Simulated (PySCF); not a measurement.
**N-Methyl Propargyl Amine (C₄H₇N): geometry, spin-spin couplings**

Aim: predict the spin-spin couplings of N-Methyl Propargyl Amine (C₄H₇N) (`C#CCNC`).

The runs use PySCF 2.14.0, with density-fitted response routines of our own; the level of theory stands in each step. All values are computed, except where a source is named. Atoms are numbered from 0 throughout.

## Step 1: The molecule as given

12 atoms, charge 0, multiplicity 1; geometry from: MMFF94s. The atoms were then displaced at random by about 0.03 Å, so the start is not that level's minimum.

Bonds of the start (Å): C0–C1 1.28, C1–C2 1.51, C2–N3 1.41, N3–C4 1.56, C0–H5 1.00, C2–H6 1.08, C2–H7 1.05, N3–H8 0.97, C4–H9 1.04, C4–H10 1.14, C4–H11 1.08.

## Step 2: Relaxing the molecule at PBE0-D3(BJ)/def2-SVP

The job: settings as JSON, then the geometry in Å.

```
{"job": {"xc": "PBE0", "basis": "def2-SVP", "d3": "d3bj", "grid": 1, "shake": 0.03, "kind": "geom"}, "charge": 0, "multiplicity": 1}
C      2.873460     0.030140     0.873850
C      1.597700     0.070410     0.762000
C      0.090150     0.049900     0.629260
N     -0.134440     0.235520    -0.753070
C     -1.690160     0.240050    -0.917540
H      3.863140     0.136610     0.929140
H     -0.245940     0.850290     1.273950
H     -0.178230    -0.883590     1.020630
H      0.155680     1.119790    -1.026470
H     -1.948970     0.375570    -1.911990
H     -2.149930     1.086450    -0.305840
H     -2.116990    -0.673240    -0.522930
```

The run is started by

```bash
> OMP_NUM_THREADS=1 python probes_run.py task.json out
```

The driver reads the jobs from task.json and runs them one after another.

**Question.** This job is followed by: B3LYP/6-31G* indirect spin-spin coupling, non-relativistic, gas phase. What will the session give for the following? point group; rotational constants (main isotopes); largest coupling of the table (B3LYP/6-31G*).

**Answer**, as computed:

| quantity | value |
| --- | --- |
| point group | C1 |
| rotational constants (main isotopes) | 26.98, 2.34, 2.22 GHz |
| largest coupling of the table (B3LYP/6-31G*) | 1J(C,H) C0–H5, 237.7 Hz |

**Reading.** The start was shaken at random, so part of the energy gained undoes that. Relaxing lowered the energy by 1.093 eV in 8 steps; the close pair that moved most is N3–C4, from 1.564 to 1.440 Å. In the run at B3LYP/6-31G*, the largest coupling of the table is C0–H5, 237.7 Hz, of which the Fermi-contact term gives 238.4 Hz. Couplings across rotatable bonds belong to this one conformer; where others are populated, the observed values are averages. Couplings from bases without tight functions are rough.
